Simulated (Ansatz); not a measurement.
Conformers of `CCCC(C)C(C)C`, each relaxed with PBE0-D4/def2-TZVP in Ansatz. CBS adds the triple-zeta coupled-cluster correction to the MP2 limit.

Not all of them had a frequency check.

Conformer A:

Z-matrix (Å, degrees):
```
C
C 1 1.519
H 1 1.094 2 111.0
H 1 1.092 2 111.7 3 -120.2
H 1 1.094 2 111.1 3 119.5
C 2 1.521 1 112.6 3 -60.0
H 2 1.094 1 109.2 3 62.5
H 2 1.097 1 109.6 3 178.4
C 6 1.527 2 114.8 1 -176.4
H 6 1.097 2 108.8 1 60.2
H 6 1.098 2 108.5 1 -54.7
C 9 1.524 6 111.5 2 -66.1
C 9 1.539 6 111.4 2 166.4
H 9 1.099 6 106.9 2 51.2
H 12 1.094 9 111.2 6 -57.7
H 12 1.092 9 111.9 6 -178.4
H 12 1.092 9 111.2 6 61.9
C 13 1.523 9 112.1 6 -166.7
C 13 1.523 9 113.6 6 67.3
H 13 1.098 9 105.8 6 -50.3
H 18 1.094 13 111.6 9 -68.1
H 18 1.093 13 110.8 9 172.5
H 18 1.093 13 111.4 9 52.5
H 19 1.093 13 110.4 9 -175.1
H 19 1.092 13 112.2 9 -55.2
H 19 1.093 13 111.3 9 65.8
```

Conformer B:

Z-matrix (Å, degrees):
```
C
C 1 1.520
H 1 1.094 2 111.0
H 1 1.093 2 112.0 3 120.1
H 1 1.092 2 111.2 3 -119.9
C 2 1.525 1 114.1 3 -54.7
H 2 1.095 1 109.6 3 -178.6
H 2 1.095 1 109.0 3 66.3
C 6 1.528 2 115.4 1 -60.3
H 6 1.096 2 108.1 1 62.4
H 6 1.096 2 108.5 1 177.2
C 9 1.523 6 111.5 2 -61.0
C 9 1.540 6 113.0 2 172.6
H 9 1.098 6 107.8 2 56.5
H 12 1.094 9 111.5 6 -56.1
H 12 1.093 9 111.0 6 -176.3
H 12 1.092 9 111.6 6 63.9
C 13 1.523 9 113.8 6 59.2
C 13 1.523 9 112.2 6 -67.1
H 13 1.098 9 105.6 6 176.7
H 18 1.093 13 111.4 9 -67.3
H 18 1.093 13 110.4 9 173.7
H 18 1.092 13 112.2 9 53.8
H 19 1.094 13 111.4 9 -51.8
H 19 1.093 13 110.8 9 -171.8
H 19 1.093 13 111.7 9 68.9
```

Which is lowest in electronic energy at CCSD(T)/CBS (frozen core, def2 sets), and by how much? (Best estimate.)

Ansatz gave: A; B lies 2.3 kJ/mol higher.

Give the energies relative to A (kJ/mol) with r2SCAN-D4/def2-TZVPP, PBE0-D4/def2-TZVPP, PBE/def2-TZVPP, SCS-MP2/def2-TZVPP, MP2/def2-QZVPP, HF/CBS(def2), CCSD/CBS(def2). (Estimate.)

Computed: 
```tsv
level	B
r2SCAN-D4/def2-TZVPP	2.4
PBE0-D4/def2-TZVPP	2.3
PBE/def2-TZVPP	4.2
SCS-MP2/def2-TZVPP	2.2
MP2/def2-QZVPP	1.7
HF/CBS(def2)	5.8
CCSD/CBS(def2)	2.8
```
